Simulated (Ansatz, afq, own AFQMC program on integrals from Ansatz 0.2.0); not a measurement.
SiH3⁺, singlet in cc-pVDZ, levels against full CI

```xyz
4

Si   -0.0019    0.0033    0.0000
H     1.4700    0.0175   -0.0001
H    -0.6907    1.1701   -0.0027
H    -0.7256   -1.2786    0.0030
```

Basis cc-pVDZ. Only valence electrons are correlated. Integrals, coupled cluster, full CI and functionals: Ansatz 0.2.0; the random walks run on the same integrals in our own AFQMC program. The CISD trial takes its coefficients from CCSD amplitudes. Released means that phaseless walkers are propagated on without the constraint, phases kept. Uncertainties: one standard error, sampling alone.

Determinant: RHF, the one that the program's search chose, which needn't be the lowest solution. The geometry is a point of a scan.

Full CI on the same integrals is exact in this basis and with this determinant's frozen core.

```
T1 diagnostic                               : 0.0084
weight of the determinant in the CISD state : 0.940
size of the correlated space                : 6 electrons in 28 orbitals
```

```tsv
level	correlation energy (eV)
MP2	-2.2660
CCSD	-2.9348
CCSD(T)	-2.9742
```

Problem. Estimate where full CI lies against CCSD(T) on the same integrals.

Solution. 0.30 kcal/mol below CCSD(T).

Reference: full CI, correlation energy -2.987 eV. The released energy is read at 2.40 1/Eh (meV from the phaseless value at times in 1/Eh: 0.4 ± 0.8 at 0.24, -0.1 ± 0.6 at 0.51, -1.2 ± 0.7 at 0.99, -2.7 ± 0.6 at 1.62, -2.4 ± 0.7 at 2.40).

```json
{"level": "CCSD(T)", "E − E(reference) (kcal/mol)": "0.30", "share of correlation (%)": "99.57"}
{"level": "CCSDT", "E − E(reference) (kcal/mol)": "0.03", "share of correlation (%)": "99.96"}
{"level": "CCSDT(Q)", "E − E(reference) (kcal/mol)": "0.01", "share of correlation (%)": "99.99"}
{"level": "CCSDTQ", "E − E(reference) (kcal/mol)": "0.00", "share of correlation (%)": "100.00"}
{"level": "ph-AFQMC/CISD", "E − E(reference) (kcal/mol)": "0.05 ± 0.02", "share of correlation (%)": "99.92"}
{"level": "released AFQMC", "E − E(reference) (kcal/mol)": "0.00 ± 0.02", "share of correlation (%)": "100.00"}
```

CCSDT and higher add their correlation energy to the determinant of the CCSD(T) run, since their own runs factorise the integrals more tightly (a shift of under 2 meV). A walk keeps the symmetry of its determinant, which the program's search chose and which needn't be the lowest solution, so a lower state of the same spin and another symmetry isn't excluded. Released energies are given only where the last usable release times agree within the noise; a slower fall can still hide under it.
